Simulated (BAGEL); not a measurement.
# BHO2 (oxoborinic acid) at HF/6-31G(d) (density fitting with qzvpp-jkfit, spherical functions)

What is the vertical ionisation energy of BHO2 (oxoborinic acid) at HF/6-31G* (density fitting with qzvpp-jkfit, spherical functions)? 

The calculation is run with BAGEL 1.2.2.

1 further run of the same task is left out (set aside as unsound or not needed). Runs told in other sessions of the task aren't counted.

## (1) The molecule

BHO2: 4 atoms, total charge 0, spin state singlet. As SMILES, `O=BO`. The coordinates come from a PBE0-D4/def2-TZVP relaxation.

Bond lengths: O1–B2 1.210 Å, B2–O3 1.322 Å, O3–H4 0.960 Å. Angles: O1–B2–O3 177.5°, B2–O3–H4 117.0°.

## (2) The energy at HF/6-31G(d) (density fitting with qzvpp-jkfit, spherical functions)

Contents of input.json:

```json
{ "bagel": [

{
  "title": "molecule",
  "basis": "6-31gs.json",
  "df_basis": "qzvpp-jkfit",
  "angstrom": "true",
  "geometry": [
    { "atom": "O", "xyz": [      -1.555100,       0.523500,       0.428500 ] },
    { "atom": "B", "xyz": [      -0.423900,       0.132000,       0.248600 ] },
    { "atom": "O", "xyz": [       0.816700,      -0.302000,       0.108600 ] },
    { "atom": "H", "xyz": [       1.162300,      -0.353500,      -0.785700 ] }
  ]
},

{
  "title": "hf"
},

{
  "title": "print",
  "file": "orbitals.molden",
  "orbitals": "true"
}

]}
```

The basis set 6-31G* is read from a file made from the Basis Set Exchange's data (not shown).

On the command line:

```bash
BAGEL_NUM_THREADS=1 BAGEL input.json > input.out
```

Output:

```text
* using 1 threads per process

  ===============================================================
  ===============================================================

  *** Geometry ***

  { "atom" : "O", "xyz" : [     -2.938713,      0.989272,      0.809748 ] },
  { "atom" : "B", "xyz" : [     -0.801055,      0.249444,      0.469786 ] },
  { "atom" : "O", "xyz" : [      1.543339,     -0.570697,      0.205224 ] },
  { "atom" : "H", "xyz" : [      2.196429,     -0.668018,     -1.484758 ] },

  Number of auxiliary basis functions:      247

  Since a DF basis is specified, we compute 2- and 3-index integrals:
    o Being stored without compression. Storage requirement is 0.004 GB

  Number of basis functions:       44
  Number of electrons      :       22

    * METHOD: MOLECULE                             0.05

  *** RHF ***

  === Nuclear Repulsion ===
    54.0055765754

      * DIIS with orbital gradients will be used.

  === RHF iteration (6-31gs.json) ===
      0       -174.82261907          0.04290454           0.01
      1       -174.94765801          0.03383120           0.01
      2       -175.07279965          0.00329009           0.01
      3       -175.07424654          0.00174755           0.01
      4       -175.07470938          0.00031774           0.01
      5       -175.07474028          0.00010508           0.01
      6       -175.07474353          0.00002786           0.01
      7       -175.07474379          0.00000963           0.01
      8       -175.07474382          0.00000506           0.01
      9       -175.07474383          0.00000242           0.01
     10       -175.07474383          0.00000085           0.01
     11       -175.07474383          0.00000030           0.01
     12       -175.07474383          0.00000008           0.01
     13       -175.07474383          0.00000003           0.01
     14       -175.07474383          0.00000001           0.01
     15       -175.07474383          0.00000000           0.01
    * SCF iteration converged.

    * Permanent dipole moment:
           (   -1.300189,     0.393969,     0.897144) a.u.

    * METHOD: HF                                   0.17

    * METHOD: PRINT                                0.01

  ===============================================================
```

Run time: 0.36 s. Hardware: 1 thread of Arm Neoverse V1, shared host.

## (3) The doublet cation, same level

Contents of hf.json:

```json
{ "bagel": [

{
  "title": "molecule",
  "basis": "6-31gs.json",
  "df_basis": "qzvpp-jkfit",
  "angstrom": true,
  "geometry": [
    { "atom": "O", "xyz": [      -1.555100,       0.523500,       0.428500 ] },
    { "atom": "B", "xyz": [      -0.423900,       0.132000,       0.248600 ] },
    { "atom": "O", "xyz": [       0.816700,      -0.302000,       0.108600 ] },
    { "atom": "H", "xyz": [       1.162300,      -0.353500,      -0.785700 ] }
  ]
},

{
  "title": "uhf",
  "charge": 1,
  "nopen": 1
},

{
  "title": "print",
  "file": "orbitals.molden",
  "orbitals": true
}

]}
```

The basis set 6-31G* is read from a file made from the Basis Set Exchange's data (not shown).

On the command line:

```bash
BAGEL_NUM_THREADS=1 BAGEL hf.json > hf.out
```

Output:

```text
* using 1 threads per process

  ===============================================================
  ===============================================================

  *** Geometry ***

  { "atom" : "O", "xyz" : [     -2.938713,      0.989272,      0.809748 ] },
  { "atom" : "B", "xyz" : [     -0.801055,      0.249444,      0.469786 ] },
  { "atom" : "O", "xyz" : [      1.543339,     -0.570697,      0.205224 ] },
  { "atom" : "H", "xyz" : [      2.196429,     -0.668018,     -1.484758 ] },

  Number of auxiliary basis functions:      247

  Since a DF basis is specified, we compute 2- and 3-index integrals:
    o Being stored without compression. Storage requirement is 0.004 GB

  Number of basis functions:       44
  Number of electrons      :       22

    * METHOD: MOLECULE                             0.05

  *** Open-shell HF ***

  === Nuclear Repulsion ===
    54.0055765754

      * DIIS with orbital gradients will be used.

  === UHF iteration (6-31gs.json) ===
      0       -174.49338822          0.05942290           0.01
      1       -174.61411891          0.03860820           0.01
      2       -174.65680855          0.02041532           0.01
      3       -174.67524860          0.00462832           0.01
      4       -174.67944259          0.00232415           0.01
      5       -174.68093497          0.00160690           0.01
      6       -174.68204849          0.00057555           0.01
      7       -174.68242278          0.00016433           0.01
      8       -174.68251359          0.00009316           0.01
      9       -174.68254722          0.00004532           0.01
     10       -174.68256192          0.00002643           0.01
     11       -174.68256276          0.00000941           0.01
     12       -174.68256330          0.00000304           0.01
     13       -174.68256334          0.00000131           0.01
     14       -174.68256336          0.00000052           0.01
     15       -174.68256337          0.00000034           0.01
     16       -174.68256337          0.00000015           0.01
     17       -174.68256337          0.00000005           0.01
     18       -174.68256337          0.00000004           0.01
     19       -174.68256337          0.00000002           0.01
     20       -174.68256337          0.00000001           0.01
    * SCF iteration converged.

    * S^2 (UHF) is 0.7596

    * Permanent dipole moment:
           (   -0.244071,     0.026917,     0.748227) a.u.

    * METHOD: UHF                                  0.34

    * METHOD: PRINT                                0.01

  ===============================================================
```

Wall time 0.52 s (1 thread of Arm Neoverse V1, shared host).

## (4) Outcome

Level: HF/6-31G* (density fitting with qzvpp-jkfit, spherical functions).

| quantity | value |
| --- | --- |
| singlet BHO2: total energy | -175.07474 Eh |
| singlet BHO2: dipole moment | 4.14 D |
| singlet BHO2: HOMO energy | -13.12 eV |
| singlet BHO2: LUMO energy | 4.29 eV |
| singlet BHO2: HOMO–LUMO gap | 17.41 eV |
| doublet cation: total energy | -174.68256 Eh |
| doublet cation: ⟨S²⟩ | 0.760 |
| vertical ionisation energy (to the doublet cation) | 10.672 eV |

**Reading.** The vertical ionisation energy comes to 10.67 eV (1030 kJ/mol). The negative HOMO energy of the first species, 13.12 eV, lies 2.45 eV above that difference.
